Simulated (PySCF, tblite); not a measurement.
# A complex of hydronium and 2 × water

A gas-phase complex of hydronium and 2 × water; charge +1, singlet. The structure comes from a short search (6 tight-binding starts) and was relaxed by PBE0-D3(BJ)/def2-TZVPD; another way of binding may lie lower. No frequency run checks that it is a minimum.

Parts: 1 = hydronium ([OH3+]), atoms 1–4, charge +1; 2 = water (O), atoms 5–7; 3 = water (O), atoms 8–10.

```
atom  part   x (Å)   y (Å)   z (Å)
  O1     1   0.254   0.230  -0.224
  H2     1  -0.534  -0.079   0.242
  H3     1   0.103   1.171  -0.661
  H4     1   1.127   0.123   0.343
  O5     2   2.384  -0.011   1.009
  H6     2   2.511   0.188   1.943
  H7     2   2.970  -0.744   0.786
  O8     3  -0.193   2.403  -1.306
  H9     3  -0.251   2.459  -2.267
 H10     3   0.081   3.265  -0.976
```

```json
{"contact": "H3···O8", "kind (by geometry)": "hydrogen bond", "distance (Å)": "1.422", "angle (°)": "175"}
{"contact": "H4···O5", "kind (by geometry)": "hydrogen bond", "distance (Å)": "1.429", "angle (°)": "175"}
```

Deforming the relaxed parts to their shape here costs 4.9 kcal/mol, which the interaction energies leave out.

Interaction energies are complex less parts, with the parts frozen as they stand in it; counterpoise-corrected, in kcal/mol (PySCF).

**Question.** Give the interaction energy at each level run.

**Answer.** 
```csv
level,interaction,superposition error removed
wB97M-D3(BJ)/def2-TZVPD,-62.64,-0.27
PBE0-D3(BJ)/def2-TZVPD,-65.79,-0.29
RI-MP2/def2-TZVPD,-60.68,-2.01
```

**Question.** What holds them together? Decompose the wB97M-D3(BJ)/def2-TZVPD energy: frozen parts, their antisymmetrised product, then relaxation.

**Answer.** electrostatic -67.2, Pauli repulsion +60.9, orbital relaxation -54.7, dispersion correction -1.9 kcal/mol, which sum to the value before the counterpoise correction; the Pauli term holds the exchange-correlation of the frozen density too. Of the attraction, 54 % is electrostatic, 44 % is orbital relaxation, 2 % is dispersion correction.

**Question.** Are the pair energies additive?

**Answer.** The pairs sum to -69.55 kcal/mol (1–2 -35.1, 1–3 -35.3, 2–3 0.9); the rest of +6.91 is a many-body weakening.

The parts were also relaxed and run alone, at the levels used for the complex: shieldings by PBE0/pcSseg-2; core levels by delta-SCF with SCAN, pcX-2 on the ionised atom and pcseg-1 elsewhere, spin-free X2C.

**Question.** What does binding change?

**Answer.** 
```csv
property,alone,in the complex,change
O1–H3 bond (Å),0.979,1.049,+0.070
shielding of H3 (ppm),23.97,14.87,-9.10
shielding of O8 (ppm),329.1,305.2,-24.0
shielding of H4 (ppm),23.97,15.05,-8.92
shielding of O5 (ppm),329.1,304.8,-24.4
O1 1s core level (eV),552.27,546.58,-5.69
O5 1s core level (eV),539.76,545.70,+5.94
O8 1s core level (eV),539.76,545.65,+5.89
```

Density functionals tend to overstate the lengthening and the red shift of so strongly bound an X–H bond.

The 5 runs behind this took 3.1 min in all, one thread each of Arm Neoverse N1 on a shared host, launched as `OMP_NUM_THREADS=1 python cluster_run.py task.json out`.
